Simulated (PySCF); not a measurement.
# One shape, several levels: BCl (SMILES [B]Cl)

Aim: a comparison of 6 runs (PBE0/STO-6G, SVWN5/STO-6G, UPBE0/STO-6G, NEVPT2(10,8)/STO-6G, UCCSD(T)/STO-6G, FCI/STO-6G) of BCl. 

Program for the calculation: PySCF 2.14.0.

12 further runs of the same task are left out: 2 that didn't finish, 10 set aside as unsound or not needed.

## Step 1: The molecule

The species is BCl (2 atoms), meant as a singlet with charge 0. SMILES: `[B]Cl`. The B1–Cl2 distance was set to 2.841 Å, away from the relaxed value.

## Step 2: A single-point energy at PBE0/STO-6G (run 1)

File job.py:

```python
from pyscf import gto, dft

system = gto.M(
    atom='''
B      0.000000     0.000000    -2.386478
Cl     0.000000     0.000000     2.982989
''',
    basis='sto-6g',
    verbose=4,
    charge=0,
    max_memory=1860,
    unit='bohr',
)

mf = dft.RKS(system)
mf.xc = 'pbe0'
mf.grids.level = 5
mf.conv_tol = 1e-10
mf.kernel()
if not mf.converged:
    mf = mf.newton().run(mf.mo_coeff, mf.mo_occ)

energy = mf.e_tot
print('Final energy', energy)
```

Launch:

```bash
OMP_NUM_THREADS=1 python job.py
```

Log:

```text
PySCF version 2.14.0

[... 73 lines left out ...]
converged SCF energy = -482.980239850407
Final energy -482.98023985040663
```

It took 1.8 s on 1 thread of Arm Neoverse V1, shared host; peak memory 0.16 GiB.

## Step 3: The energy at SVWN5/STO-6G (run 2)

File input.py:

```python
from pyscf import gto, dft

mol = gto.M(
    atom='''
B      0.000000     0.000000    -2.386478
Cl     0.000000     0.000000     2.982989
''',
    charge=0,
    unit='bohr',
    verbose=4,
    max_memory=1860,
    basis='sto-6g',
)

ks = dft.RKS(mol, xc='svwn')
ks.conv_tol = 1e-10
ks.grids.level = 5
ks.kernel()
if not ks.converged:
    ks = ks.newton().run(ks.mo_coeff, ks.mo_occ)

etot = ks.e_tot
print('E = %.10f Eh' % etot)
```

Launch:

```bash
OMP_NUM_THREADS=1 python input.py
```

Log:

```text
PySCF version 2.14.0

[... 78 lines left out ...]
converged SCF energy = -481.321031188804
E = -481.3210311888 Eh
```

It took 1.5 s on 1 thread of Arm Neoverse V1, shared host; peak memory 0.13 GiB.

Runs 3 to 5 aren't shown in full; the table further down has their settings and results.

## Step 4: A single-point energy at FCI/STO-6G (run 6)

File mol.xyz:

```xyz
2

B      0.000000     0.000000    -1.262870
Cl     0.000000     0.000000     1.578530
```

File calc.py:

```python
from pyscf import gto, mcscf
from pyscf import fci

mol = gto.M(
    atom='mol.xyz',
    verbose=3,
    basis='sto-6g',
    max_memory=1860,
    charge=0,
    spin=0,
)

myscf = mol.RHF()
myscf.conv_tol = 1e-10
myscf.kernel()
if not myscf.converged:
    myscf = myscf.newton().run(myscf.mo_coeff, myscf.mo_occ)

cas = mcscf.CASCI(myscf, myscf.mo_coeff.shape[-1] - 6, (mol.nelec[0] - 6, mol.nelec[1] - 6))  # full CI above the frozen core
cas.fcisolver = fci.direct_spin0.FCI(mol)  # even spin states alone
cas.kernel()
print('<S^2> = %.4f' % cas.fcisolver.spin_square(cas.ci, cas.ncas, cas.nelecas)[0])
e_tot = cas.e_tot
print('E = %.10f Eh' % e_tot)
```

Launch:

```bash
OMP_NUM_THREADS=1 python calc.py
```

Log:

```text
converged SCF energy = -482.350611632037
CASCI E = -482.439486142677  E(CI) = -20.9486859904708  S^2 = 0.0000000
<S^2> = 0.0000
E = -482.4394861427 Eh
```

Wall time 0.87 s (1 thread of Arm Neoverse V1, shared host); peak memory 0.12 GiB.

## Step 5: The series

```
run                level  follow instability  integration grid  energy (Eh)  dipole moment (D) of the reference  HOMO energy (eV)  LUMO energy (eV)  wall time
  1          PBE0/STO-6G                   –                 5  -482.980240                                5.53             -4.50             -1.40      1.8 s
  2         SVWN5/STO-6G                   –                 5  -481.321031                                4.62             -3.49             -2.30      1.5 s
  3         UPBE0/STO-6G                 yes                 5  -482.980334                                5.42             -4.48             -1.39      9.6 s
  4  NEVPT2(10,8)/STO-6G                   –                 –  -482.439787                                7.37             -6.68              2.83      2.9 s
  5      UCCSD(T)/STO-6G                 yes                 –  -482.438121                                3.30             -6.59              2.90      1.1 s
  6           FCI/STO-6G                   –                 –  -482.439486                                7.37             -6.68              2.83     0.87 s
```

## Step 6: Outcome

```
                                          quantity          value
                               run 6: total energy  -482.43949 Eh
       run 6: dipole moment (Hartree–Fock density)         7.37 D
        run 6: HOMO energy (Hartree–Fock orbitals)       -6.68 eV
        run 6: LUMO energy (Hartree–Fock orbitals)        2.83 eV
      run 6: HOMO–LUMO gap (Hartree–Fock orbitals)        9.50 eV
run 6: correlation energy (6 core orbitals frozen)      -88.9 mEh
```

What this shows: Against full CI in this basis: UCCSD(T) +1.4 mEh. Over runs 1, 2, 3 the dipole moment (its size) runs from 4.62 D (SVWN5/STO-6G) to 5.53 D (PBE0/STO-6G). Over runs 1, 2, 3 the HOMO–LUMO gap runs from 1.19 eV (SVWN5/STO-6G) to 3.09 eV (UPBE0/STO-6G). Totals of different functionals can't be ranked against each other. In runs 1, 2, 3, 4, 5, 6 the basis is minimal, so the values are rough. Spin contamination of the reference: run 5 ⟨S²⟩ = 0.65. Where it is this large, the reference is a mixture of spin states, and values that rest on it are in doubt. All runs together took 18 s, the longest 9.6 s.
